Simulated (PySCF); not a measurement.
**Helium: a sound run and one with changed settings**

Sound run: He 1s2, He+ 1s1. Calculation: PySCF 2.14, in 6-31G* (2s, 2 functions); the non-relativistic Hamiltonian (point nucleus). The sound run starts from symmetry-adapted Hartree-Fock orbitals and uses a fine grid where one is needed.

Changed run: radial step 0.3 in ln r (0.13 in the sound run). This setting is unsound on purpose.

```
species  method  sound run (hartree)  changed run (hartree)  converged
     He     UHF             -2.85516               -2.85516        yes
     He    BP86             -2.89812               -2.89808        yes
     He   B3LYP             -2.90705               -2.90707        yes
    He+     UHF             -1.99362               -1.99362        yes
    He+    BP86             -1.98739               -1.98739        yes
    He+   B3LYP             -1.99316               -1.99316        yes
```

Ionisation energy of He:

```json
{"method": "UHF", "sound run (eV)": "23.444", "changed run (eV)": "23.444"}
{"method": "BP86", "sound run (eV)": "24.782", "changed run (eV)": "24.781"}
{"method": "B3LYP", "sound run (eV)": "24.868", "changed run (eV)": "24.869"}
```

A coarse radial grid mis-integrates the density and the exchange-correlation energy, with errors of either sign; Hartree-Fock needs no grid.

For comparison, NIST gives 24.587 eV between the lowest levels.
